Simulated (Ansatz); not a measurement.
## hcp Tl

These are HSE06 (plane waves, PAW; Ansatz, a first-principles code) values and carry that method's errors.

Run with plane-wave cutoff 500 eV, 8×6×1 k mesh (along the axes of the cell as run), Fermi–Dirac smearing 0.1 eV, scalar-relativistic PAW data made under PBE.

Cell: relaxed with r²SCAN.

```
Item                                    Value
----------------------------------  ---------
surface energy of the (10-10) face  0.26 J/m²
work function of the (10-10) face     3.54 eV
```

Note: exact exchange on metals is sensitive to the k mesh and can open a false gap.

The slab of 8 atoms is relaxed and unreconstructed.

Spin–orbit coupling is not included; it can shift volumes and moduli of such heavy elements.

Computed values are for the static lattice.
